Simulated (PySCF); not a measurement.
Bonding in allyl vinyl ether

Species: allyl vinyl ether, C5H8O.
Atom-mapped SMILES: `[CH2:1]=[CH:2][CH2:3][O:4][CH:5]=[CH2:6]` (hydrogens: H7, H8 on C1; H9 on C2; H10, H11 on C3; H12 on C5; H13, H14 on C6)

Geometry (GFN2-xTB, Å), atoms numbered from 1 in this order:
```
atom  x, y, z in Å
C1    -2.6550   -0.6854    0.2151
C2    -1.7341    0.2545    0.1284
C3    -0.3008   -0.0019   -0.2179
O4     0.5148    0.7755    0.6398
C5     1.8529    0.6893    0.4743
C6     2.5374   -0.0324   -0.3995
H7    -3.6795   -0.4554    0.4494
H8    -2.4252   -1.7247    0.0459
H9    -1.9711    1.2932    0.3087
H10   -0.0596   -1.0678   -0.1109
H11   -0.1151    0.2925   -1.2639
H12    2.3450    1.3310    1.1935
H13    3.6101    0.0096   -0.4035
H14    2.0795   -0.6786   -1.1264
```

Bond orders from the PBE0/pcSseg-1 density (PySCF). The structure is a single GFN2-xTB conformer in the gas phase; no vibrational or solvent corrections.

How far do the computed orders between heavy atoms stray from the drawn ones?

The largest departure is 0.131, at C3–O4 (drawn single, 0.869). Drawn single, order below 0.88: C3–O4 (0.869).

Set the Mayer orders of the bonds beside their lengths.

```tsv
bond	drawn as	length (Å)	Mayer order
C1–C2	double	1.319	1.994
C2–C3	single	1.497	1.033
C3–O4	single	1.416	0.869
O4–C5	single	1.351	1.066
C5–C6	double	1.324	1.880
C1–H7	single	1.076	0.952
C1–H8	single	1.078	0.954
C2–H9	single	1.081	0.955
C3–H10	single	1.098	0.937
C3–H11	single	1.102	0.926
C5–H12	single	1.082	0.971
C6–H13	single	1.073	0.951
C6–H14	single	1.075	0.948
```

Bonds between the same two heavy elements. C–C: lowest C2–C3 (1.033, 1.497 Å), highest C1–C2 (1.994, 1.319 Å). C–O: lowest C3–O4 (0.869, 1.416 Å), highest O4–C5 (1.066, 1.351 Å).

Sum the orders of all bonds at each heavy atom with more than one neighbour and set the sums beside the valence in the SMILES.

C1 3.900 (drawn 4), C2 3.982 (drawn 4), C3 3.765 (drawn 4), O4 1.935 (drawn 2), C5 3.917 (drawn 4), C6 3.779 (drawn 4). Orders between atoms that aren't bonded are not in these sums.

Mayer orders depend on the basis set.
